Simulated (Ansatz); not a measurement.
# Isomers

Structures of CH$_{2}$NSi, doublet, relaxed at PBE0-D4/def2-TZVP (vibrations not checked; lower isomers may exist, and structures with a doubtful reference or unclear bonds are left out). Ansatz 0.2.0; basis: def2-TZVPP; cores frozen in the correlated methods; orbitals are unrestricted. B3LYP uses VWN-RPA correlation.

Q: Rank them by CCSD(T) energy, lowest first, and give each one's height above the lowest. Links in brackets join atoms within 1.22 times the sum of their covalent radii (1.1 for two metals). (Judge from chemistry; the value comes from the calculation.)
A.
CH₂NSi ([N][C][SiH2])
```
5
angstrom
C 0.5640 -0.6963 0.4265
Si -0.1647 0.6162 -0.6201
N 1.0921 -1.5231 1.0358
H -0.3549 1.8402 0.1900
H -1.4022 0.1077 -1.2533
```
B.
CH₂NSi ([NH][C][SiH])
```
5
angstrom
N -0.4275 0.6377 -0.5681
C 0.2234 -0.0559 0.1448
Si 1.1789 -1.3108 1.0642
H 2.1047 -0.1820 1.4968
H -1.2350 1.2351 -0.4906
```
C.
CH₂NSi ([CH]1[N][SiH]1)
```
5
angstrom
C -0.5397 -0.5774 -0.1729
N -0.0606 -0.4861 1.0038
Si 1.0092 0.3149 -0.2120
H -1.4527 -1.0624 -0.5217
H 1.0438 1.8109 -0.0972
```

A: The calculation gives: A (0.000 eV), B (1.145 eV), C (1.403 eV). Heights count from the lowest.

Q: Do PBE-D4, r2SCAN-D4, PBE0-D4, B3LYP-D4, wB97M-V, HF, MP2 give the same order? (A judgement: the text doesn't fix the answer.)

A: Computed: All do.

T1 diagnostic: at most 0.028. ⟨S²⟩ of the unrestricted Hartree–Fock references: 0.77 to 0.82 (a pure state has 0.75). The unrestricted reference is spin-contaminated, which hurts MP2 most.

For scale, one of the runs: CCSD(T)/def2-TZVPP, 132 basis functions, launched by `ansatz run in.yaml --threads 2 --pin off --events-out ev --progress --plain --max-ram 4352MiB`. The run took 31 s on 2 CPU threads of an Arm Neoverse V1 (shared host), with 1.4 GiB of host memory at its peak.
